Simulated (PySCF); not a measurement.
**BH: one state, many levels of theory**

State: ¹Σ⁺ (singlet), closed shell. Set-up: basis B def2-TZVPPD, H def2-TZVPPD; no relativity; PySCF 2.14. De refers to B + H in their high-spin ground configurations, without counterpoise correction. A positive dipole means B(−)H(+).

```
      Level  Re (Å)  ωe (cm⁻¹)  De (eV)  μ (D)  CPU s a point (SCF and correlation, without the integrals)
        RHF   1.221       2490     2.67   1.78                                                       0.039
    RHF-MP2   1.226       2436     3.48    n/a                                                       0.057
RHF-SCS-MP2   1.226       2431     3.60    n/a                                                         n/a
   RHF-CCSD   1.233       2367     3.60    n/a                                                         n/a
RHF-CCSD(T)   1.234       2357     3.62    n/a                                                        0.38
        PBE   1.251       2245     3.52   1.48                                                        0.21
     PBEsol   1.259       2218     3.62   1.48                                                        0.13
     revPBE   1.254       2236     3.48   1.46                                                        0.13
     r²SCAN   1.241       2304     3.44   1.57                                                        0.28
    r²SCANh   1.238       2328     3.43   1.59                                                        0.32
       PBE0   1.240       2330     3.49   1.57                                                        0.47
        M06   1.229       2382     3.69   1.52                                                        0.33
       MN15   1.231       2395     3.74   1.52                                                        0.34
    ωB97M-V   1.230       2364     3.71   1.53                                                         2.3
```

(1) What are the measured Re and ωe, and which levels come closest?

| Level | error in Re (pm) | error in ωe (%) |
| --- | --- | --- |
| RHF | -1.2 | 5.2 |
| RHF-MP2 | -0.7 | 2.9 |
| RHF-SCS-MP2 | -0.7 | 2.7 |
| RHF-CCSD | 0.1 | 0.0 |
| RHF-CCSD(T) | 0.2 | -0.4 |
| PBE | 1.9 | -5.1 |
| PBEsol | 2.7 | -6.3 |
| revPBE | 2.1 | -5.5 |
| r²SCAN | 0.9 | -2.7 |
| r²SCANh | 0.6 | -1.6 |
| PBE0 | 0.8 | -1.6 |
| M06 | -0.4 | 0.6 |
| MN15 | -0.2 | 1.2 |
| ωB97M-V | -0.3 | -0.1 |

Correlated steps freeze 1 core orbital. Where the molecule has an RHF reference, its open-shell atoms are computed with UHF.

The whole job (state search and all levels along the bond) took about 1.2 min on 1 thread of Intel Xeon 6975P-C (shared host), peak memory 0.89 GiB.

Results:

(1) Re = 1.2324 Å and ωe = 2366.9 cm⁻¹ (Huber and Herzberg, Constants of Diatomic Molecules (1979)). Closest are RHF-CCSD for the length (off by 0.001 Å) and RHF-CCSD for the frequency (off by 0.0 %).
